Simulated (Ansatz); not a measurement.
**SiNH (triplet): wave-function methods side by side at distance Si1–N2 = 1.782 Å, 6-31G**

How much of the correlation energy of SiNH (triplet) does each wave-function method recover here?

Computed with Ansatz 0.2.0, Gaussian basis. Level: 6-31G, core rule «outside noble gas», up to 6 orbitals frozen.

The runs, in order: UHF; CCSD(T) on ROHF; CCSD(T) on UHF; BCCD(T) on ROHF; CISD; CCSDT(Q) on ROHF; CCSDT(Q) on UHF; CCSDTQ on ROHF; CCSDTQ on UHF; CASSCF and MRCISD+Q, 4 electrons in 4 orbitals; CASSCF and NEVPT2, 4 electrons in 4 orbitals; CASSCF and MRCISD+Q, 10 electrons in 9 orbitals; CASSCF and NEVPT2, 10 electrons in 9 orbitals; Full CI.

3 further runs of the same task are left out: 2 for a known fault of the program, 1 that didn't finish.

### Step 1. What is computed

The geometry derives from a PBE0/def2-TZVP stationary point (not a proven minimum). One bond is set to the value named and the two fragments are kept rigid.

3 atoms, charge 0, spin multiplicity 3.

Atoms are counted from 1 here; the program's logs count them from 0.

Bond lengths: Si1–N2 1.782 Å, Si1–H3 1.520 Å. Angles: N2–Si1–H3 110.7°.

### Step 2. UHF

The input, in.yaml:

```yaml
crystal:
  periodic: [false, false, false]
  atoms:
    - {symbol: Si, position_ang: [0.000000, -0.101602, 0.558344]}
    - {symbol: N, position_ang: [0.000000, 0.114177, -1.210544]}
    - {symbol: H, position_ang: [0.000000, 1.244408, 1.264332]}
basis:
  gaussian: {orbitals: 6-31G}
magnetization: {spin_polarized: true, initial_magnetization: 2}
hamiltonian: {xc: hf}
output: {orbitals: {seedname: orbitals}}
```

Command:

```sh
> ansatz run in.yaml --threads 1 --pin off --events-out ev --progress --plain --max-ram 4096MiB --backend cpu
```

The runs that follow: CCSD(T) on ROHF; CCSD(T) on UHF; BCCD(T) on ROHF; CISD; CCSDT(Q) on ROHF; CCSDT(Q) on UHF; CCSDTQ on ROHF; CCSDTQ on UHF; CASSCF and MRCISD+Q, 4 electrons in 4 orbitals; CASSCF and NEVPT2, 4 electrons in 4 orbitals; CASSCF and MRCISD+Q, 10 electrons in 9 orbitals; CASSCF and NEVPT2, 10 electrons in 9 orbitals; Full CI.

**Question.** What will the summary of the whole plan be? Wanted: FCI below the RHF energy; RMP2 from FCI; UMP2 from FCI; RCCSD from FCI; RCCSD(T) from FCI; UCCSD(T) from FCI; RCCSDT(Q) from FCI; UCCSDT(Q) from FCI; NEVPT2 valence from FCI.

The runs gave:

```
                         quantity                                                                     value
         FCI below the RHF energy                                                                -4.1580 eV
                    RMP2 from FCI                                                                +789.7 meV
                    UMP2 from FCI                                                               +1909.4 meV
                   RCCSD from FCI                                                                +342.9 meV
                RCCSD(T) from FCI                                                                 +89.8 meV
                UCCSD(T) from FCI                                                                 +76.3 meV
               RCCSDT(Q) from FCI                                                                  +2.5 meV
               UCCSDT(Q) from FCI                                                                 -31.5 meV
          NEVPT2 valence from FCI                                                                +419.0 meV
        MRCISD+Q valence from FCI                                                                 +26.7 meV
levels within 1 kcal/mol (43 meV)  RCCSDT, UCCSDT, RCCSDT(Q), UCCSDT(Q), RCCSDTQ, UCCSDTQ, MRCISD+Q valence
                    T1 diagnostic                                                                     0.050
   effectively unpaired electrons                                                                      2.32
```

In words: RCCSD(T) lands +89.8 meV from the yardstick (2.2 % of the correlation energy). UCCSDT(Q) falls below full CI: unrestricted runs freeze a spin-polarised core, another one than full CI's, and coupled cluster isn't variational. The occupations show some static correlation. Of the multireference levels listed MRCISD+Q valence comes nearest in total energy (+26.7 meV), which doesn't show that its space is the better one. Coupled cluster took another determinant than the lowest Hartree-Fock one. These misses are within one basis, not against nature; the frozen cores of restricted and unrestricted runs differ, which can shift their rows.
